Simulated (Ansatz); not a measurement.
hcp Be was calculated with PBEsol in Ansatz (plane waves, PAW).

Settings: plane-wave cutoff 500 eV, 24×16×1 k mesh (along the axes of the cell as run), Fermi–Dirac smearing 0.1 eV, scalar-relativistic PAW data made under PBE.

Problem. Predict the surface energy of the (10-10) face and work function of the (10-10) face.

Solution. 
* **surface energy of the (10-10) face**: 2.08 J/m²
* **work function of the (10-10) face**: 4.55 eV

The slab of 14 atoms is relaxed and unreconstructed.

Computed values are for the static lattice.

Computing time: around 7 core-minutes (rough).

Ansatz is a first-principles code.
